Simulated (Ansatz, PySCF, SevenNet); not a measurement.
**How well does each level of theory give the cohesive energy of rock-salt MgS?**

Reference value: 4.04 eV/atom (measured, corrected for zero-point motion; as tabulated in Goldzak et al. (2022), arXiv:2208.04865).

```json
[
 {"level (code)": "SevenNet-l3i5", "value (eV/atom)": "3.81", "cell (Å³/atom)": "17.86"},
 {"level (code)": "LDA (Ansatz)", "value (eV/atom)": "4.36", "cell (Å³/atom)": "16.87"},
 {"level (code)": "PBE (Ansatz)", "value (eV/atom)": "3.72", "cell (Å³/atom)": "17.88"},
 {"level (code)": "PBEsol (Ansatz)", "value (eV/atom)": "4.03", "cell (Å³/atom)": "17.39"},
 {"level (code)": "revPBE (Ansatz)", "value (eV/atom)": "3.46", "cell (Å³/atom)": "18.29"},
 {"level (code)": "PBEsol-D3(BJ) (Ansatz)", "value (eV/atom)": "(withheld)", "cell (Å³/atom)": "16.76"},
 {"level (code)": "r²SCAN-D4 (Ansatz)", "value (eV/atom)": "4.12", "cell (Å³/atom)": "17.41"},
 {"level (code)": "r²SCAN+rVV10 (Ansatz)", "value (eV/atom)": "(withheld)", "cell (Å³/atom)": "17.47"},
 {"level (code)": "PBE0 (PySCF)", "value (eV/atom)": "3.75 ± 0.04", "cell (Å³/atom)": "17.58"},
 {"level (code)": "Hartree–Fock (PySCF)", "value (eV/atom)": "(withheld)", "cell (Å³/atom)": "18.44"},
 {"level (code)": "MP2 (PySCF)", "value (eV/atom)": "4.37 ± 0.1", "cell (Å³/atom)": "17.36"},
 {"level (code)": "CCSD(T) (PySCF)", "value (eV/atom)": "(withheld)", "cell (Å³/atom)": "17.63"}
]
```

Complete the blanks.


- PBEsol-D3(BJ) (Ansatz, a quantum-chemistry and plane-wave program), value (eV/atom): 4.34
- r²SCAN+rVV10 (Ansatz), value (eV/atom): 4.15
- Hartree–Fock (PySCF), value (eV/atom): 2.86 ± 0.08
- CCSD(T) (PySCF), value (eV/atom): 4.10 ± 0.1

Errors against the reference: SevenNet-l3i5 -0.23 eV/atom, LDA +0.32 eV/atom, PBE -0.32 eV/atom, PBEsol -0.01 eV/atom, revPBE -0.58 eV/atom, PBEsol-D3(BJ) +0.30 eV/atom, r²SCAN-D4 +0.08 eV/atom, r²SCAN+rVV10 +0.11 eV/atom, PBE0 -0.29 eV/atom, Hartree–Fock -1.18 eV/atom, MP2 +0.33 eV/atom, CCSD(T) +0.06 eV/atom.

Leaving aside SevenNet-l3i5 (doubt noted below): Once the reference is moved by up to 0.03 eV/atom (a margin picked here for doubts on the reference and the settings) and values within 0.03 eV/atom count as equal, the nearest can be PBEsol (-0.01 eV/atom), CCSD(T) (+0.06 eV/atom) or r²SCAN-D4 (+0.08 eV/atom). Among them Hartree–Fock (-1.18 eV/atom) misses by most. Within 0.2 eV/atom: PBEsol, r²SCAN-D4, r²SCAN+rVV10, CCSD(T).

Free atoms are spin-polarised, in the lowest state found; at levels without +SOC their spin–orbit coupling is left out.  A ± on a computed value is a rough bar: the spread of its extrapolation, a floor set from checks against published values, or a statistical error. SevenNet-l3i5: free atoms can lie outside what these potentials were trained on. Each level is taken at its own relaxed cell. Cutoffs differ between the levels. Ansatz's density-functional and Hartree–Fock values are scalar-relativistic unless marked +SOC, with PAW data made under PBE.

Machine-learned potentials (SevenNet-l3i5) are trained on DFT data: a solid inside that data is no test of them.

Differences are worked out from the printed values.
